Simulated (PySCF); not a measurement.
## Potential energy of CH along the bond

Set-up: basis H STO-3G, C STO-3G; no relativity; PySCF 2.14. Energies in eV from H + C in their ground configurations at the same level. State: ²Π (doublet), unpaired electrons π ↑.

```csv
R (Å),UHF-CCSD(T),PBE0
1.008,,-3.609
1.055,-3.200,-3.899
1.102,-3.379,-4.071
1.137,-3.451,-4.137
1.172,-3.478,-4.158
1.207,-3.469,-4.141
1.254,-3.408,-4.069
1.313,-3.273,-3.916
1.383,-3.049,-3.662
1.477,,-3.246
```

**Question.** Put a parabola through the three lowest points of the UHF-CCSD(T) curve and estimate Re, k and ωe (reduced mass 0.9297 u; 1 eV/Å² = 0.16022 mdyn/Å; ωe = 1302.8·√(k/μ) cm⁻¹).

**Answer.** Through R = 1.137, 1.172, 1.207 Å the second-order coefficient is 14.7 eV/Å², so Re ≈ 1.181 Å, k ≈ 4.71 mdyn/Å and ωe ≈ 2932 cm⁻¹. A polynomial fit of higher order to the unrounded UHF-CCSD(T) energies gives Re = 1.179 Å, k = 4.64 mdyn/Å, ωe = 2910 cm⁻¹; anharmonicity and rounding make the difference.

The higher-order fit for each curve: UHF-CCSD(T): Re = 1.179 Å, ωe = 2910 cm⁻¹, De = 3.48 eV; PBE0: Re = 1.173 Å, ωe = 2994 cm⁻¹, De = 4.16 eV.

Correlated steps freeze 1 core orbital. STO-3G is very small, so such numbers show the basis as much as the molecule. The state was picked by a PBE0 search and need not be the measured ground state.
